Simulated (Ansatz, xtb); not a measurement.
**AlHSCl (SMILES [SH][Al][Cl]): methods side by side**

The species is AlHSCl (4 atoms), meant as a doublet with charge 0. SMILES: `[SH][Al][Cl]`. The coordinates come from a PBE0-D4/def2-TZVP relaxation.

```xyz
4

S     0.4398    0.9849   -0.7447
Al   -0.3941   -0.5259    0.6091
Cl    0.2262   -2.5074    0.2510
H    -0.2164    1.9881   -0.1356
```

Quantity: the energy change with the S1–H4 bond stretched from 1.345 to 2.017 Å, in eV. The values are calculated.

```json
{"level": "GFN0-xTB", "kind": "semi-empirical", "program": "xtb", "value (eV)": "1.25", "less FCI/STO-3G": "-1.19", "CPU time (all runs)": "under 2 s"}
{"level": "UHF/STO-3G", "kind": "Hartree–Fock", "program": "Ansatz", "value (eV)": "2.93", "less FCI/STO-3G": "+0.49", "CPU time (all runs)": "1.1 s"}
{"level": "UPBE/STO-3G", "kind": "GGA", "program": "Ansatz", "value (eV)": "2.56", "less FCI/STO-3G": "+0.12", "CPU time (all runs)": "5.6 s"}
{"level": "U-r2SCAN/STO-3G", "kind": "meta-GGA", "program": "Ansatz", "value (eV)": "2.79", "less FCI/STO-3G": "+0.35", "CPU time (all runs)": "17 s"}
{"level": "UBHLYP/STO-3G", "kind": "global hybrid", "program": "Ansatz", "value (eV)": "3.15", "less FCI/STO-3G": "+0.71", "CPU time (all runs)": "6 s"}
{"level": "U-wB97X/STO-3G", "kind": "range-separated hybrid", "program": "Ansatz", "value (eV)": "3.17", "less FCI/STO-3G": "+0.73", "CPU time (all runs)": "36 s"}
{"level": "UB2PLYP/STO-3G", "kind": "double hybrid", "program": "Ansatz", "value (eV)": "3.04", "less FCI/STO-3G": "+0.60", "CPU time (all runs)": "11 s"}
{"level": "UMP2/STO-3G", "kind": "perturbation theory", "program": "Ansatz", "value (eV)": "3.21", "less FCI/STO-3G": "+0.77", "CPU time (all runs)": "1.5 s"}
{"level": "UCCSDT/STO-3G", "kind": "coupled cluster or CI", "program": "Ansatz", "value (eV)": "2.44", "less FCI/STO-3G": "0.00", "CPU time (all runs)": "3.5 s"}
{"level": "FCI/STO-3G", "kind": "exact in the basis", "program": "Ansatz", "value (eV)": "2.44", "less FCI/STO-3G": "0.00", "CPU time (all runs)": "18 s"}
```

FCI/STO-3G is exact within its basis and frozen core, so for wave-function methods in that basis the difference is their error; functionals converge differently with the basis, so for them it is only a difference. The first shape isn't each level's own minimum. The values span 1.25 to 3.21 eV. Spin contamination of the reference (⟨S²⟩ at least 0.1 too high) touches UHF/STO-3G, UBHLYP/STO-3G, UB2PLYP/STO-3G, UMP2/STO-3G, UCCSDT/STO-3G. All rows use very small basis sets, so none should be taken for the real molecule's value. In so small a basis fixed costs decide the times, and correlated methods can beat functionals. CPU times are rough (shared hosts, several kinds of processor and program).
